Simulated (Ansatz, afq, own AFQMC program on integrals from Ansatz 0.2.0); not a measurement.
## Breaking Ge2–C1 in CH$_{5}$ClGeO, singlet

```xyz
9

C    -0.2639    1.1686   -0.3515
Ge   -0.2554   -0.6465    0.3237
O     1.3046   -1.1011    1.0279
Cl   -0.6404   -1.9528   -1.3708
H    -1.2519    1.4069   -0.7710
H    -0.0388    1.8724    0.4633
H     0.4897    1.2810   -1.1440
H    -1.2795   -0.9586    1.4178
H     2.0242   -1.1166    0.3875
```

Products: GeH2ClO (doublet; OH–GeH–Cl) and CH$_{3}$ (doublet), each relaxed with PBE0/def2-SVP like the molecule; electronic energies without zero-point terms. Determinants: RHF, UHF and UHF in that order.

Basis def2-TZVP. Noble-gas cores (and the filled d shells of Ga–Kr and In–Xe) are frozen. AFQMC by an in-house program on the Cholesky factors that Ansatz 0.2.0 writes for its CCSD(T) run. ph-AFQMC/CISD is guided by a CISD state made of CCSD amplitudes; releasing the constraint for a short imaginary time cuts its bias at the price of noise, slowly where states lie close. ± is one standard error of the sampling. No spin–orbit coupling. The errors of all members are added in quadrature.

No full CI on the walks' own integrals is used here. The released AFQMC energy serves as the reference, which it does only where one determinant dominates, the energy is flat over the last release times and near the phaseless one (40 meV or 2 meV an electron, half that with transition metals). On small molecules, where full CI could be run and the noise was under 10 meV, such values lay within 10 meV of it in 19 cases of 20, a flattering rate, since the rule was set on those same cases; what remains of the bias isn't in the error bar. Each member takes its own surest rung, up to full CI.

The best estimate is CCSD(T) at the basis-set limit (CBS: def2-TZVPP and def2-QZVPP, with their diffuse functions for anions and beside diffuse sets, CCSD(T) itself extrapolated) plus the step from CCSD(T) to AFQMC with the constraint released in def2-TZVP. Rows without CBS are in def2-TZVP; B2PLYP and the wave-function rows carry a basis error of their own. Core correlation and relativity beyond core potentials are missing, and ± holds the sampling alone.

Cautions: inner d shell frozen; no relativity below Rb; no spin-orbit coupling; CH₅ClGeO (singlet): the released value is read at 0.90 1/Eh with a noise of 21 meV, more than in the cases checked (meV from the phaseless value at times in 1/Eh: 3 ± 18 at 0.21, 21 ± 24 at 0.42, 43 ± 30 at 0.63, 21 ± 21 at 0.90); GeH₂ClO (doublet): the released value is read at 1.50 1/Eh with a noise of 18 meV, more than in the cases checked (meV from the phaseless value at times in 1/Eh: -20 ± 16 at 0.24, -17 ± 13 at 0.51, 8 ± 21 at 0.99, -9 ± 18 at 1.50).

| level | bond energy (kJ/mol) |
| --- | --- |
| B2PLYP | 334.7 |
| r2SCAN | 322.3 |
| PBE | 329.0 |

(1) From these cheaper values, estimate the bond energy at the level of the best estimate.

(1) 351.9 ± 2.7 kJ/mol (best estimate, highest rung released AFQMC).

```json
{"level": "HF", "bond energy (kJ/mol)": "252.3", "error against the best estimate (kJ/mol)": "-99.6 ± 2.7"}
{"level": "MP2", "bond energy (kJ/mol)": "361.6", "error against the best estimate (kJ/mol)": "9.7 ± 2.7"}
{"level": "CCSD", "bond energy (kJ/mol)": "342.5", "error against the best estimate (kJ/mol)": "-9.4 ± 2.7"}
{"level": "CCSD(T)", "bond energy (kJ/mol)": "349.2", "error against the best estimate (kJ/mol)": "-2.7 ± 2.7"}
{"level": "ph-AFQMC/CISD", "bond energy (kJ/mol)": "346.2 ± 2.5", "error against the best estimate (kJ/mol)": "-5.7 ± 3.6"}
{"level": "released AFQMC", "bond energy (kJ/mol)": "343.4 ± 2.7", "error against the best estimate (kJ/mol)": "-8.5"}
{"level": "HF/CBS", "bond energy (kJ/mol)": "251.1", "error against the best estimate (kJ/mol)": "-100.7 ± 2.7"}
{"level": "MP2/CBS", "bond energy (kJ/mol)": "371.3", "error against the best estimate (kJ/mol)": "19.4 ± 2.7"}
{"level": "CCSD(T)/CBS", "bond energy (kJ/mol)": "357.7", "error against the best estimate (kJ/mol)": "5.8 ± 2.7"}
{"level": "PBE0", "bond energy (kJ/mol)": "337.0", "error against the best estimate (kJ/mol)": "-14.9 ± 2.7"}
{"level": "B3LYP", "bond energy (kJ/mol)": "317.5", "error against the best estimate (kJ/mol)": "-34.4 ± 2.7"}
{"level": "wB97M-V", "bond energy (kJ/mol)": "352.0", "error against the best estimate (kJ/mol)": "0.1 ± 2.7"}
```

Correlation beyond CCSD(T) takes off 5.8 ± 2.7 kJ/mol. Going to the basis-set limit adds 8.5 kJ/mol at CCSD(T). The perturbative (T) step is worth +6.7 kJ/mol.

Best estimates are given only where the step beyond CCSD(T) is under 0.3 eV and no member's determinant is very poor (T1 over 0.05, or 0.07 for open shells, ⟨S²⟩ too high by 0.3, two states mixed), so the hardest cases are missing from such tables.

The functionals ran in a triple-zeta set and keep a basis error of their own, a few kJ/mol for each bond in atomization energies and more for double hybrids, so close places among them and the extrapolated levels can swap.

Each member of a difference takes its own highest rung, so a best estimate needn't equal the limit plus the step of one row. Released energies are given only where the last usable release times agree within the noise; a slower fall can still hide under it.
